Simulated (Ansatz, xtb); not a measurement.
**Relative energy of two isomers of H3OPSi−**

We compare X, the doublet with the links of `[O-][SiH2][PH]`, with Y, the doublet with the links of `[O-][SiH]P`. Both are isolated ions in the gas phase, relaxed with B3LYP-D3(BJ)/def2-SVPD; the shapes shown needn't be the lowest conformers.

X (Å):

```yaml
atoms:
  - { symbol: O, position_ang: [1.9221, -1.4361, 0.1534] }
  - { symbol: P, position_ang: [2.4717, 1.7773, 0.5366] }
  - { symbol: Si, position_ang: [1.2738, -0.0453, -0.2708] }
  - { symbol: H, position_ang: [-0.1536, 0.2385, 0.1855] }
  - { symbol: H, position_ang: [1.2169, 0.2677, -1.7610] }
  - { symbol: H, position_ang: [2.2009, 1.4491, 1.9089] }
```

Y (Å):

```tsv
atom	x (Å)	y (Å)	z (Å)
O	0.0463	0.6349	3.0447
P	-1.2367	-1.1783	0.5416
Si	-0.1875	0.7341	1.4699
H	-1.0645	-0.7894	-0.8292
H	-1.2259	1.7824	1.0155
H	-0.0853	-2.0303	0.5244
```

Quicker runs give these differences E(Y) − E(X): GFN2-xTB +40.6 kJ/mol; HF/STO-3G −36.3 kJ/mol (at GFN2-xTB geometries); r2SCAN-D4/def2-SVPD +9.8 kJ/mol (at GFN2-xTB geometries).

Task: Estimate E(Y) − E(X) at the level CCSD(T)/def2-SVPD + ΔMP2/def2-TZVPPD.

Result: Calculated at CCSD(T)/def2-SVPD + ΔMP2/def2-TZVPPD: E(Y) − E(X) = +18.9 kJ/mol, so structure X lies lower.

The same difference at several levels:

```
                               level                geometry  E(Y) − E(X) (kJ/mol)  departure from the last row (kJ/mol)  job, with rough time for the two
                            GFN2-xTB                GFN2-xTB                   +40.6                                 +21.8              optimisation, 0.23 s
                           HF/STO-3G                GFN2-xTB                   −36.3                                 −55.1              single point, 0.26 s
                 r2SCAN-D4/def2-SVPD                GFN2-xTB                    +9.8                                  −9.1               single point, 4.8 s
              B3LYP-D3(BJ)/def2-SVPD  B3LYP-D3(BJ)/def2-SVPD                   +11.3                                  −7.6                optimisation, 63 s
                        HF/def2-SVPD  B3LYP-D3(BJ)/def2-SVPD                   +43.3                                 +24.5           part of the CCSD(T) run
                       MP2/def2-SVPD  B3LYP-D3(BJ)/def2-SVPD                   +17.4                                  −1.5           part of the CCSD(T) run
                   CCSD(T)/def2-SVPD  B3LYP-D3(BJ)/def2-SVPD                   +18.0                                  −0.8                      single point
CCSD(T)/def2-SVPD + ΔMP2/def2-TZVPPD  B3LYP-D3(BJ)/def2-SVPD                   +18.9                                                      single point, 33 s
```

As drawn, Y has 1 P–H in place of 1 Si–H.

HF/STO-3G puts the two in the other order. The largest departure from CCSD(T)/def2-SVPD + ΔMP2/def2-TZVPPD is that of HF/STO-3G, 55.1 kJ/mol. The last row adds to CCSD(T) the change of the MP2 difference between the two basis sets, here +0.8 kJ/mol.

With harmonic frequencies from B3LYP-D3(BJ)/def2-SVPD (ideal gas, rigid rotor, one conformer each, 298.15 K, 1 atm): on the last row, ΔE + ΔZPE = +20.0, ΔH = +20.1, ΔG = +20.0 kJ/mol.

Open shells are spin-unrestricted. The correlated steps freeze 11 core orbitals. Codes used: Ansatz 0.2.0, xtb 6.7.1; the last row on 2 threads of Arm Neoverse V2 on a shared host.
